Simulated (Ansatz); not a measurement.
Relaxation of AlH5OSi (8 atoms, charge 0, multiplicity 1), to a largest force component of 0.03 eV/Å in at most 50 steps.

All numbers below come from RKS PBE/def2-SVP in Ansatz.

```xyz
8
Properties=species:S:1:pos:R:3:forces:R:3
Al -0.874 -0.067 0.312 0.22 0.01 -0.07
H 1.648 -0.013 1.436 0.30 0.04 -0.46
O 2.087 0.077 0.551 -0.53 -0.05 0.45
Si 2.758 -1.357 -0.066 0.03 -0.02 0.00
H 1.680 -2.312 -0.518 0.00 0.01 0.01
H 3.597 -0.944 -1.234 -0.02 0.00 -0.01
H 3.609 -2.054 0.963 -0.01 0.01 0.00
H -0.919 -0.031 -1.370 0.02 0.01 0.07
```

Q: Where does it end, and by what steps?

A: It converged. After 17 steps the energy has fallen by 0.636 eV; H8 moved furthest, 1.72 Å. Joined: Al1–O3 (2.97 → 1.97 Å).

```json
{"step": "0", "energy less start (eV)": "0.0000", "largest force component (eV/Å)": "0.532", "accepted": "yes"}
{"step": "1", "energy less start (eV)": "-0.0816", "largest force component (eV/Å)": "0.442", "accepted": "yes"}
{"step": "2", "energy less start (eV)": "-0.1646", "largest force component (eV/Å)": "1.033", "accepted": "yes"}
{"step": "3", "energy less start (eV)": "-0.2137", "largest force component (eV/Å)": "1.291", "accepted": "yes"}
{"step": "4", "energy less start (eV)": "-0.2650", "largest force component (eV/Å)": "0.813", "accepted": "yes"}
{"step": "5", "energy less start (eV)": "-0.3231", "largest force component (eV/Å)": "0.314", "accepted": "yes"}
{"step": "6", "energy less start (eV)": "-0.3766", "largest force component (eV/Å)": "0.381", "accepted": "yes"}
{"step": "7", "energy less start (eV)": "-0.4232", "largest force component (eV/Å)": "0.292", "accepted": "yes"}
{"step": "8", "energy less start (eV)": "-0.4838", "largest force component (eV/Å)": "0.188", "accepted": "yes"}
{"step": "9", "energy less start (eV)": "-0.5282", "largest force component (eV/Å)": "0.162", "accepted": "yes"}
{"step": "10", "energy less start (eV)": "-0.5782", "largest force component (eV/Å)": "0.253", "accepted": "yes"}
{"step": "11", "energy less start (eV)": "-0.6109", "largest force component (eV/Å)": "0.621", "accepted": "yes"}
{"step": "12", "energy less start (eV)": "-0.6210", "largest force component (eV/Å)": "0.521", "accepted": "yes"}
{"step": "13", "energy less start (eV)": "-0.6309", "largest force component (eV/Å)": "0.117", "accepted": "yes"}
{"step": "14", "energy less start (eV)": "-0.6345", "largest force component (eV/Å)": "0.117", "accepted": "yes"}
{"step": "15", "energy less start (eV)": "-0.6359", "largest force component (eV/Å)": "0.047", "accepted": "yes"}
{"step": "16", "energy less start (eV)": "-0.6359", "largest force component (eV/Å)": "0.059", "accepted": "no"}
{"step": "17", "energy less start (eV)": "-0.6362", "largest force component (eV/Å)": "0.015", "accepted": "yes"}
```

```xyz
8
Properties=species:S:1:pos:R:3
Al -0.279 0.397 0.064
H 1.818 -0.104 1.800
O 1.380 -0.223 0.934
Si 2.178 -1.272 -0.301
H 1.620 -2.649 -0.547
H 2.874 -0.618 -1.466
H 3.350 -1.563 0.652
H 0.645 -0.669 -1.061
```

Whether the end is a true minimum wasn't checked by a vibrational analysis.

Time of the run: 42 s on 1 thread of Intel(R) Xeon(R) Platinum 8259CL CPU @ 2.50GHz (Skylake/Cascade Lake) (shared host), peak memory 0.15 GiB.
